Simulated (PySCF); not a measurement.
Run record: EPR job, `[CH2+][C](Cl)Cl` [radical].

Computed with UKS B3LYP, pcH-1 on C Cl H, non-relativistic, mean-field spin-orbit, GIAO (PySCF 2.14.0). Geometry: GFN2-xTB. The command runs a driver script over a list of jobs; the input below is this job's line of settings and its coordinates in Å.

Command:
```bash
OMP_NUM_THREADS=1 python probes_run.py task.json out
```

Input:
```
{"job": {"kind": "epr", "basis": "pcH-1"}, "charge": 1, "multiplicity": 2}
C     -0.775403    -0.139587    -0.021199
C      0.569756     0.102815     0.009687
Cl     1.176135     1.686493    -0.026498
Cl     1.688988    -1.169159     0.085143
H     -1.491709     0.672068    -0.070508
H     -1.164645    -1.150640     0.001800
```

Output:
```
UKS, coarse grid
  cycle   1  E = -997.37338353  |g| = 3.72e-01
  cycle   2  E = -997.20435034  |g| = 7.07e-01
  cycle   3  E = -997.43781348  |g| = 5.80e-02
  cycle   4  E = -997.43850440  |g| = 1.99e-02
  cycle   5  E = -997.43863093  |g| = 6.03e-03
  cycle   6  E = -997.43865281  |g| = 2.26e-03
  cycle   7  E = -997.43865741  |g| = 5.79e-04
UKS, final grid
  cycle   1  E = -997.43863142  |g| = 4.92e-04
  cycle   2  E = -997.43863136  |g| = 6.99e-04
  cycle   3  E = -997.43863160  |g| = 9.08e-05
  cycle   4  E = -997.43863160  |g| = 8.33e-05
  cycle   5  E = -997.43863161  |g| = 4.33e-05
  cycle   6  E = -997.43863161  |g| = 4.05e-06
E = -997.43863161 Eh   <S^2> = 0.7538 (exact 0.7500)
g shifts (ppm)      1          2          3
  rmc          -209       -209       -209
  gc             -5         49         49
  oz_so        -209      25374      25757
  total        -424      25214      25597
hyperfine (MHz)  atom isotope    a_iso     a_fc   dipolar eigenvalues
    0   13C      45.64      46.12    -50.02    -49.16     99.17
    1   13C     -14.95     -15.86    -15.17    -10.11     25.28
    2  35Cl       8.92       6.37    -35.12    -34.29     69.40
    3  35Cl       8.92       6.37    -35.10    -34.26     69.36
    4    1H     -41.61     -41.55    -22.19     -4.15     26.33
    5    1H     -41.61     -41.55    -22.19     -4.15     26.33
```

rmc, gc and oz_so are the mass-correction, gauge-correction and orbital-Zeeman/spin–orbit parts of the g shift along its three principal axes; a_iso is the isotropic hyperfine coupling and a_fc its Fermi-contact part. Atoms in this output count from 0.

Problem. Get g_iso from the total shifts.

Solution. Their mean is 16796 ppm; added to g_e = 2.002319 it gives 2.01912.

Problem. How far is ⟨S²⟩ from the pure-spin value?

Solution. S = 0.5 gives S(S+1) = 0.75; the run has 0.7538, 0.0038 more.

In short: ⟨S²⟩ 0.754; g_iso 2.0191.

Isolated species at its GFN2-xTB geometry, gas phase.

Problem. Estimate the wall time. Hardware: one thread, Arm Neoverse V1 (aarch64), no GPU, shared host. And the peak memory of the process?

Solution. About 15 s (density and orbital grids were written too), with 0.54 GiB resident at the peak, the Python interpreter and its libraries included.
Labels such as C1 count atoms from 1, the log's own numbers from 0.
